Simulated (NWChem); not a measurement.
**C3HN (cyanoacetylene) at 4 levels**

Wanted: a comparison of 4 runs (BLYP/def2-SVPD, M06-L/def2-SVPD, PBE0/def2-SVPD, TPSS/def2-SVPD) of C3HN (cyanoacetylene). 

Program for the calculation: NWChem 7.3.0.

## (1) The molecule

C3HN: 5 atoms, total charge 0, spin state singlet. SMILES: `C#CC#N`. Geometry: relaxed at PBE0-D4/def2-TZVP.

Bond lengths: C1–C2 1.201 Å, C2–C3 1.369 Å, C3–N4 1.154 Å, C1–H5 1.066 Å. Angles: C1–C2–C3 180.0°, C2–C3–N4 180.0°, C2–C1–H5 179.9°.

## (2) Energy and gradient at BLYP/def2-SVPD (run 1)

Contents of mymol.nw:

```
start mymol
title "C3HN"
memory total 2200 mb
charge 0

geometry noautosym nocenter noautoz
 C     -0.137800     1.253000     0.148800
 C     -0.000300     0.068900     0.002100
 C      0.157500    -1.280600    -0.165000
 N      0.291100    -2.418400    -0.305600
 H     -0.260600     2.303500     0.278300
end

basis "ao basis" spherical bse
 * library def2-SVPD
end

dft
 xc becke88 lyp
 grid xfine
 convergence energy 1e-08
 maxiter 100
 mulliken
end

task dft gradient
```

The run is started by

```console
nwchem mymol.nw > mymol.out
```

Output:

```text
[...]
          Wavefunction type:  closed shell.
          No. of atoms     :     5
          No. of electrons :    26
[...]
          Charge           :     0
          Spin multiplicity:     1
[...]
          AO basis - number of functions:    88
[...]
              XC Information
              --------------
                    Becke 1988 Exchange Functional  1.000
              Lee-Yang-Parr Correlation Functional  1.000
[...]
 d= 0,ls=0.0,diis     1   -169.3188558564 -2.47D+02  1.67D-01  7.20D-01     1.3
[...]
 d= 0,ls=0.0,diis    13   -169.4132759928 -3.79D-10  1.98D-07  4.51D-11    14.5
         Total DFT energy =     -169.413275992848
      One electron energy =     -379.839351235796
           Coulomb energy =      156.508609607036
    Exchange-Corr. energy =      -23.332555040484
 Nuclear repulsion energy =       77.250020676396
[...]
      Total Density - Mulliken Population Analysis
     ---------------------------------------------
    Atom       Charge   Shell Charges
 -----------   ------   -------------------------------------------------------
    1 C    6     7.93   1.98  0.98  2.83  0.06  2.05  0.03  0.02 -0.01
    2 C    6     3.67   1.98  0.95  0.16 -0.16  2.15 -1.52  0.03  0.09
    3 C    6     6.32   1.98  0.99  0.25 -0.08  2.13  0.88  0.04  0.12
    4 N    7     6.90   1.99  1.14  0.46  0.24  2.25  0.80  0.03  0.00
    5 H    1     1.19   0.76  0.35  0.03  0.05
[...]
  wavefunction    = closed shell
                         DFT ENERGY GRADIENTS
    atom               coordinates                        gradient
                 x          y          z           x          y          z
   1 C      -0.260404   2.367827   0.281191    0.004354  -0.037046  -0.004564
   2 C      -0.000567   0.130202   0.003968   -0.004384   0.037371   0.004628
   3 C       0.297632  -2.419983  -0.311805    0.004826  -0.041184  -0.005110
   4 N       0.550099  -4.570113  -0.577500   -0.005919   0.050599   0.006264
   5 H      -0.492463   4.352984   0.525911    0.001123  -0.009739  -0.001218
[...]
```

Run time: 18 s. Hardware: 1 thread of AMD EPYC 9R45 (Zen 5), shared host; peak memory 0.13 GiB.

## (3) Energy and gradient at M06-L/def2-SVPD (run 2)

Contents of c3hn.nw:

```
start c3hn
title "C3HN M06-L"
memory total 2200 mb

geometry units angstroms noautosym nocenter noautoz
   C     -0.137800     1.253000     0.148800
   C     -0.000300     0.068900     0.002100
   C      0.157500    -1.280600    -0.165000
   N      0.291100    -2.418400    -0.305600
   H     -0.260600     2.303500     0.278300
end

basis spherical bse
   * library def2-SVPD
end

dft
   xc m06-l
   grid xfine
   convergence energy 1e-08
   iterations 100
   mulliken
   print medium
end

task dft gradient
```

The run is started by

```console
nwchem c3hn.nw > c3hn.out
```

Output:

```text
[...]
          Wavefunction type:  closed shell.
          No. of atoms     :     5
          No. of electrons :    26
[...]
          Charge           :     0
          Spin multiplicity:     1
[...]
          AO basis - number of functions:    88
[...]
              XC Information
              --------------
                        M06-L Method XC Functional
                         M06-L Exchange Functional  1.000
                       M06-L Correlation Potential  1.000
[...]
 d= 0,ls=0.0,diis     1   -169.3540752372 -2.47D+02  6.33D-02  5.58D-01     1.6
[...]
 d= 0,ls=0.0,diis    13   -169.4298192344 -6.15D-09  2.46D-06  1.89D-09    19.1
         Total DFT energy =     -169.429819234367
      One electron energy =     -379.788841723672
           Coulomb energy =      156.467542365333
    Exchange-Corr. energy =      -23.358540552424
 Nuclear repulsion energy =       77.250020676396
[...]
      Total Density - Mulliken Population Analysis
     ---------------------------------------------
    Atom       Charge   Shell Charges
 -----------   ------   -------------------------------------------------------
    1 C    6     7.68   1.99  0.95  2.33  0.03  2.01  0.44  0.02 -0.08
    2 C    6     4.31   1.99  0.93  0.16 -0.13  2.10 -0.78  0.03  0.01
    3 C    6     6.23   1.99  0.97  0.21 -0.02  2.08  0.88  0.05  0.07
    4 N    7     6.90   1.99  1.14  0.40  0.10  2.20  1.02  0.03  0.02
    5 H    1     0.88   0.75  0.14  0.03 -0.03
[...]
  wavefunction    = closed shell
                         DFT ENERGY GRADIENTS
    atom               coordinates                        gradient
                 x          y          z           x          y          z
   1 C      -0.260404   2.367827   0.281191    0.002661  -0.022442  -0.002751
   2 C      -0.000567   0.130202   0.003968   -0.002965   0.025143   0.003114
   3 C       0.297632  -2.419983  -0.311805    0.003301  -0.028246  -0.003515
   4 N       0.550099  -4.570113  -0.577500   -0.003533   0.030276   0.003753
   5 H      -0.492463   4.352984   0.525911    0.000536  -0.004730  -0.000602
[...]
```

It took 24 s on 1 thread of AMD EPYC 9R45 (Zen 5), shared host; peak memory 0.13 GiB.

Run 3 isn't shown in full; the table further down has it.

## (4) Energy and forces at TPSS/def2-SVPD (run 4)

Contents of c3hn.xyz:

```xyz
5

C     -0.137800     1.253000     0.148800
C     -0.000300     0.068900     0.002100
C      0.157500    -1.280600    -0.165000
N      0.291100    -2.418400    -0.305600
H     -0.260600     2.303500     0.278300
```

Contents of run.py:

```python
from ase.io import read
from ase.calculators.nwchem import NWChem

system = read('c3hn.xyz')

calc = NWChem(
    label='c3hn',
    theory='dft',
    memory='2200 mb',
    basis='def2-SVPD',
    basispar='spherical bse',
    dft={'xc': 'xtpss03 ctpss03', 'mult': '1', 'grid': 'xfine', 'convergence': 'energy 1e-08', 'iterations': '100', 'mulliken': None},
)
system.calc = calc

forces = system.get_forces()
print("Total energy (eV):", round(system.get_potential_energy(), 6))
print("forces (eV/A):")
for s, f in zip(system.symbols, forces):
    print(f"{s:2s} {f[0]:10.5f} {f[1]:10.5f} {f[2]:10.5f}")
print("dipole (e A):", system.get_dipole_moment().round(4))
```

The run is started by

```console
export ASE_NWCHEM_COMMAND="nwchem PREFIX.nwi > PREFIX.nwo"
python run.py
```

Output:

```text
Total energy (eV): -4611.907301
forces (eV/A):
C    -0.19144    1.62576    0.20003
C     0.19895   -1.69472   -0.20990
C    -0.22466    1.91907    0.23829
N     0.26122   -2.23429   -0.27670
H    -0.04407    0.38417    0.04829
dipole (e A): [-0.0914  0.7812  0.0965]
```

The calculator wrote c3hn.nwi:

```
title "c3hn"

permanent_dir c3hn

scratch_dir c3hn

start c3hn

geometry units angstrom nocenter noautosym noautoz
  C  -1.3780000000000001e-01 1.2529999999999999e+00 1.4879999999999999e-01
  C  -2.9999999999999997e-04 6.8900000000000003e-02 2.0999999999999999e-03
  C  1.5750000000000000e-01 -1.2806000000000000e+00 -1.6500000000000001e-01
  N  2.9110000000000003e-01 -2.4184000000000001e+00 -3.0559999999999998e-01
  H  -2.6060000000000000e-01 2.3035000000000001e+00 2.7829999999999999e-01
end

memory 2200 mb

basis spherical bse noprint
   * library def2-SVPD
end

dft
  xc xtpss03 ctpss03
  mult 1
  grid xfine
  convergence energy 1e-08
  iterations 100
  mulliken
end

task dft gradient
```

c3hn.nwo:

```text
Northwest Computational Chemistry Package (NWChem) 7.3.0
             --------------------------------------------------------

           Job information
           ---------------

    nwchem branch   = 7.3.0
    use scalapack   = T
    input           = c3hn.nwi
    prefix          = c3hn.
    data base       = c3hn/c3hn.db
    status          = startup
    nproc           =        1

           Memory information
           ------------------

    heap     =     72089596 doubles =      550.0 Mbytes
    stack    =     72089601 doubles =      550.0 Mbytes
    global   =    144179200 doubles =     1100.0 Mbytes (distinct from heap & stack)
    total    =    288358397 doubles =     2200.0 Mbytes
    verify   = yes
    hardfail = no

[... 95 lines left out ...]
  convergence criterion.
[... 36 lines left out ...]
          Spatial weights used:  Erf1
[... 83 lines left out ...]
         Total DFT energy =     -169.484468619771
[... 3 lines left out ...]
 Nuclear repulsion energy =       77.250020676396
[... 688 lines left out ...]
          Convergence on gradient requested:  5.00D-04
[... 23 lines left out ...]
          total energy or number of iterations.
[... 28 lines left out ...]
    atom               coordinates                        gradient
                 x          y          z           x          y          z
   1 C      -0.260404   2.367827   0.281191    0.003723  -0.031616  -0.003890
   2 C      -0.000567   0.130202   0.003968   -0.003869   0.032957   0.004082
   3 C       0.297632  -2.419983  -0.311805    0.004369  -0.037320  -0.004634
   4 N       0.550099  -4.570113  -0.577500   -0.005080   0.043450   0.005381
   5 H      -0.492463   4.352984   0.525911    0.000857  -0.007471  -0.000939

                 ----------------------------------------
                 |  Time  |  1-e(secs)   |  2-e(secs)   |
                 ----------------------------------------
                 |  CPU   |       0.00   |       1.24   |
                 ----------------------------------------
                 |  WALL  |       0.00   |       1.24   |
                 ----------------------------------------

 Task  times  cpu:       22.1s     wall:       22.1s
 Total times  cpu:       22.2s     wall:       22.2s
```

Wall time 23 s (1 thread of AMD EPYC 9R45 (Zen 5), shared host); peak memory 0.13 GiB.

## (5) Overview of the runs

| run | level | energy (Eh) | dipole moment (D) | HOMO energy (eV) | LUMO energy (eV) | wall time |
| --- | --- | --- | --- | --- | --- | --- |
| 1 | BLYP/def2-SVPD | -169.413276 | 3.80 | -7.70 | -2.45 | 18 s |
| 2 | M06-L/def2-SVPD | -169.429819 | 3.88 | -8.11 | -2.38 | 24 s |
| 3 | PBE0/def2-SVPD | -169.243111 | 3.88 | -9.08 | -1.63 | 17 s |
| 4 | TPSS/def2-SVPD | -169.484469 | 3.81 | -7.86 | -2.41 | 23 s |

## (6) What came out

| quantity | value |
| --- | --- |
| run 4: total energy | -169.48447 Eh |
| run 4: dipole moment | 3.81 D |
| run 4: HOMO energy | -7.86 eV |
| run 4: LUMO energy | -2.41 eV |
| run 4: HOMO–LUMO gap | 5.45 eV |
| run 4: largest force on an atom | 2.266 eV/Å |

The dipole moment (its size) runs from 3.80 D (BLYP/def2-SVPD) to 3.88 D (PBE0/def2-SVPD). The HOMO–LUMO gap runs from 5.24 eV (BLYP/def2-SVPD) to 7.45 eV (PBE0/def2-SVPD). Totals of different functionals can't be ranked against each other. All runs together took 82 s, the longest 24 s.
